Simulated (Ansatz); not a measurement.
A nudged elastic band was laid between two geometries of ClFH2Si (5 atoms, charge 0, multiplicity 1).

Method: Ansatz 0.2.0, RKS r2SCANh-D4/def2-SVP.

| Quantity | Value |
| --- | --- |
| movable images | 5 |
| climbing image | yes |
| spring | 5.0 eV/Å² |
| optimiser | quadratic models (default) |
| start path | through a guess of the saddle point |
| force threshold | 0.05 eV/Å |
| iteration limit | 60 |
| end points | relaxed |

First end point:

```xyz
5
Properties=species:S:1:pos:R:3
Si 0.248 0.004 0.124
F 0.302 0.026 1.736
H 1.633 0.050 -0.388
Cl -0.760 1.669 -0.518
H -0.495 -1.202 -0.298
```

Last end point:

```xyz
5
Properties=species:S:1:pos:R:3
Si 0.207 -0.560 -0.857
F 1.213 -0.086 1.051
H 0.833 0.779 1.059
Cl -0.406 1.514 -0.617
H -0.919 -1.100 0.021
```

Q: Which bonds break or form, and what moves?

A: Bonds broken: Si1–F2, Si1–H3. Bonds formed: F2–H3. ClFH2Si becomes ClHSi + FH.

Q: Give the energies along the band, and the barrier.

A: It converged. The highest image is number 2 of 0 to 6, 350.6 kJ/mol above the first end and 54.8 kJ/mol above the last; the last end lies 295.8 kJ/mol above the first. Neighbouring images differ by up to 2.4 eV, so the band resolves the path poorly. A vibrational analysis at the climbing image gives one clearly imaginary mode, 1142i cm⁻¹: a first-order saddle point. The orbitals stay closed-shell, which can raise the energy where a bond breaks towards radicals; this wasn't checked here.

| image | path coordinate (Å) | energy (kJ/mol) | Si1–F2 (Å) | Si1–H3 (Å) | F2–H3 (Å) |
| --- | --- | --- | --- | --- | --- |
| 0 | 0.00 | 0.0 | 1.61 | 1.48 | 2.51 |
| 1 | 0.67 | 119.6 | 1.65 | 1.47 | 1.85 |
| 2 | 1.34 | 350.6 | 1.95 | 1.67 | 1.15 |
| 3 | 1.90 | 313.5 | 2.24 | 2.32 | 0.94 |
| 4 | 2.47 | 308.1 | 2.29 | 2.71 | 0.93 |
| 5 | 3.03 | 303.3 | 2.29 | 2.67 | 0.93 |
| 6 | 3.59 | 295.8 | 2.21 | 2.42 | 0.95 |

Q: What is the geometry of the highest image?

A: 
```xyz
5
Properties=species:S:1:pos:R:3:forces:R:3
Si 0.212 -0.038 -0.421 0.00 0.01 -0.02
F 0.899 0.044 1.405 0.00 0.00 0.04
H 1.604 0.042 0.493 0.01 0.00 -0.03
Cl -0.997 1.638 -0.574 0.00 0.00 0.00
H -0.790 -1.140 -0.247 0.00 -0.01 0.00
```

Run time: 31 s on 2 threads of AMD EPYC 9R45 96-Core Processor (Zen 5), with other jobs on the host, peak memory 0.15 GiB.
